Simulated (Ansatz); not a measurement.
A run of Ansatz (development build ahead of 0.2.0) on doublet H5O3 at this shape:

| atom | x (Å) | y (Å) | z (Å) |
| --- | --- | --- | --- |
| O | 0.0299 | -0.0009 | 0.0234 |
| H | 0.9447 | -0.0862 | 0.2682 |
| O | 2.9439 | 0.0068 | 0.0030 |
| H | 3.0987 | 0.8525 | -0.3245 |
| H | 3.4666 | -0.5985 | -0.4023 |
| O | -1.2573 | 2.6731 | 0.3549 |
| H | -0.6876 | 1.9562 | 0.1677 |
| H | -2.0336 | 2.5289 | -0.1996 |

Its results:

* Converged: yes
* Total energy: -227.26051 hartree
* Spin squared of the determinant: 0.755
* Stability test: minimum

Forces (eV/Å):
```json
{"atom": "O1", "Fx": "-0.559", "Fy": "0.053", "Fz": "-0.125"}
{"atom": "H2", "Fx": "0.673", "Fy": "-0.137", "Fz": "0.077"}
{"atom": "O3", "Fx": "-2.789", "Fy": "0.774", "Fz": "2.536"}
{"atom": "H4", "Fx": "0.591", "Fy": "1.365", "Fz": "-0.774"}
{"atom": "H5", "Fx": "2.144", "Fy": "-2.089", "Fz": "-1.735"}
{"atom": "O6", "Fx": "-1.370", "Fy": "0.643", "Fz": "-0.517"}
{"atom": "H7", "Fx": "0.340", "Fy": "-0.719", "Fz": "-0.147"}
{"atom": "H8", "Fx": "0.971", "Fy": "0.109", "Fz": "0.684"}
```

Problem. Which input gives this output? Name the method, the orbitals and the basis set, and write the input.

Solution. UHF in def2-SVP.

```yaml
crystal:
  periodic: [false, false, false]
  atoms:
    - { symbol: O, position_ang: [0.02985, -0.00094, 0.02342] }
    - { symbol: H, position_ang: [0.94472, -0.08621, 0.2682] }
    - { symbol: O, position_ang: [2.94387, 0.00683, 0.00296] }
    - { symbol: H, position_ang: [3.09866, 0.85249, -0.32452] }
    - { symbol: H, position_ang: [3.46663, -0.59852, -0.40231] }
    - { symbol: O, position_ang: [-1.25726, 2.67314, 0.35493] }
    - { symbol: H, position_ang: [-0.68762, 1.95618, 0.16769] }
    - { symbol: H, position_ang: [-2.03364, 2.52892, -0.19957] }
basis:
  gaussian: { orbitals: def2-SVP }
magnetization:
  spin_polarized: true
  initial_magnetization: 1
hamiltonian:
  xc: hf
output:
  forces: true
```
